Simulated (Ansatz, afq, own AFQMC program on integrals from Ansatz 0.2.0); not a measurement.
# Where AFQMC and coupled cluster stand for NH3⁺, doublet

```xyz
4

N    -0.0528   -0.0007    0.0000
H     1.8630    0.0250   -0.0001
H    -0.5767    0.8792   -0.0028
H    -0.5529   -0.8944    0.0028
```

Basis 6-31G. Noble-gas cores (and the filled d shells of Ga–Kr and In–Xe) are frozen. AFQMC by an in-house program on the Cholesky factors that Ansatz 0.2.0 writes for its CCSD(T) run. The CISD trial takes its coefficients from CCSD amplitudes. Released means that phaseless walkers are propagated on without the constraint, phases kept. ± is one standard error of the sampling.

Determinant: UHF, the one that the program's search chose, which needn't be the lowest solution. The geometry is a point of a scan.

Full CI on the same integrals is exact in this basis and with this determinant's frozen core.

Cautions: strong correlation (T1 0.086, weight of the determinant 0.80, largest double 0.22); unrestricted determinant spin contaminated (⟨S²⟩ 1.31 against 0.75); the released energies move by 1.5 errors or more from one time to the next, so no released level is given (meV from the phaseless value at times in 1/Eh: 0.3 ± 2.4 at 0.24, -7.3 ± 2.0 at 0.51, -8.7 ± 1.9 at 0.99, -3.5 ± 1.9 at 1.62, -9 ± 3 at 2.40), though the last usable value meets full CI within the noise.

The T1 diagnostic is 0.0857, the weight of the determinant in the CISD state is 0.798 and the ⟨S²⟩ of the determinant is 1.311. The size of the correlated space is 7 electrons in 14 orbitals.

| level | correlation energy (eV) |
| --- | --- |
| MP2 | -2.0347 |
| CCSD | -2.9360 |
| CCSD(T) | -2.9893 |

**Question.** Estimate where phaseless AFQMC with a CISD trial lies against CCSD(T) on the same integrals.

**Answer.** 0.65 ± 0.06 kcal/mol below CCSD(T).

Reference: full CI, correlation energy -3.025 eV. The cautions show a poor starting determinant, so the rows tell how each method copes with it here, and full CI is the sure value.

```tsv
level	E − E(reference) (kcal/mol)	share of correlation (%)
CCSD(T)	0.82	98.82
CCSDT	0.21	99.70
CCSDT(Q)	0.00	100.00
CCSDTQ	0.01	99.99
ph-AFQMC/HF	0.19 ± 0.51	99.73
ph-AFQMC/CISD	0.17 ± 0.06	99.76
```

CCSDT and higher add their correlation energy to the determinant of the CCSD(T) run, since their own runs factorise the integrals more tightly (a shift of under 2 meV). A walk keeps the symmetry of its determinant, which the program's search chose and which needn't be the lowest solution, so a lower state of the same spin and another symmetry isn't excluded.
